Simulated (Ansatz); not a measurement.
How far each method lies from full CI for AsH2⁺, singlet

Geometry: a point of a bend scan, not a stationary point.

```yaml
atoms:
  - { symbol: As, position_ang: [0.0000, -0.0291, 0.0000] }
  - { symbol: H, position_ang: [0.0000, 1.0807, -1.0531] }
  - { symbol: H, position_ang: [0.0000, 1.0807, 1.0531] }
```

Basis cc-pVDZ; Ansatz 0.2.0. Correlated methods freeze the noble-gas cores and the filled d shells of p-block atoms, which leaves 6 electrons in 23 orbitals. R marks a restricted (for open shells ROHF) determinant. Active spaces: valence = (6e, 6o) chosen from the atoms' valence shells. No spin–orbit coupling is included, and no scalar relativity.

Full CI is exact within this basis and frozen core; it isn't the basis-set limit.

```
UHF ⟨S²⟩                          : 0.185
T1 diagnostic (RCCSD)             : 0.0121
largest doubles amplitude (RCCSD) : 0.085
```

Q: From what is known of these methods and the diagnostics, rank them by the size of their error in total energy against full CI in cc-pVDZ, smallest first (an estimate: the text doesn't fix the numbers).
A. NEVPT2 (valence space)
B. MRCISD (valence space)
C. RHF
D. RCCSDTQ
E. CISD

A: D (0 meV), B (59 meV), E (198 meV), A (490 meV), C (3239 meV).

All errors are against full CI in cc-pVDZ. Within each family the higher level lies nearer, as is usual though not guaranteed.

The full-CI state has the irrep A1 of C2v, in the program's axes.

Natural occupations of full CI about the gap: 1.964 1.945 1.916 0.051 0.045 0.028 0.011 0.007 0.007 0.006; effectively unpaired electrons, Σ n²(2−n)², 0.06.
